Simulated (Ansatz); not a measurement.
A run for Ansatz (a quantum-chemistry and plane-wave program): U-wB97X-V/cc-pVTZ on propyne (SMILES C#CC), a point of a bond scan (R = 3.398 Å).

Ansatz 0.2 input:
```yaml
crystal:
  periodic: [false, false, false]
  atoms:
    - {symbol: C, position_ang: [-1.21952000, -0.12580353, -0.15711415]}
    - {symbol: C, position_ang: [0.21519268, 0.02219890, 0.02772387]}
    - {symbol: C, position_ang: [1.39869570, 0.14428698, 0.18019786]}
    - {symbol: H, position_ang: [-1.44598792, -1.00663294, -0.76123089]}
    - {symbol: H, position_ang: [-1.63959773, 0.74635303, -0.66207238]}
    - {symbol: H, position_ang: [-1.72702684, -0.23618072, 0.80328101]}
    - {symbol: H, position_ang: [4.75135644, 0.49014157, 0.61213047]}
basis:
  gaussian:
    orbitals: cc-pVTZ
hamiltonian:
  xc: {name: wB97X-V}
magnetization: {spin_polarized: true, initial_magnetization: 0}
```

The log:

```
WARN ansatz: RAYON_NUM_THREADS=1 ignored (pool sized by the plan → 1); use --threads N
Functional definition: wB97X-V
integrals: 0.05 GiB planned
732 factors; their error is unknown
integrals: 0.09 GiB planned
201 factors; integrals over basis functions are off by at most 3.1e-5 eV
mean field: 0.71 GiB planned
mean field evaluation 1: about -3156.1125 eV, gradient 3.3e1 eV
mean field evaluation 2: about -3141.8468 eV, gradient 4.9e1 eV
mean field evaluation 4: about -3163.7168 eV, gradient 7.4e0 eV
mean field evaluation 8: about -3165.6326 eV, gradient 3.6e-1 eV
mean field evaluation 16: about -3165.6289 eV, gradient 2.9e-3 eV
mean field evaluation 32: about -3168.2477 eV, gradient 1.1e0 eV
mean field evaluation 64: about -3168.2645 eV, gradient 1.8e-4 eV
mean field -3168.26450452 eV, -116.4315730144 hartree, gradient 1.2e-5 eV, S^2 1.009239; 8 other end points of the search recorded, 0 dependent functions left out
reference -3168.26450441 eV, -116.4315730104 hartree; 11, 11 occupied and 135, 135 virtual orbitals, 732 factors
Total energy: -3168.26450441 eV, -116.4315730104 hartree
```

The run converged. Its determinant has ⟨S²⟩ = 1.01, a mixture of spin states.

Cost: very roughly 50 core-seconds.
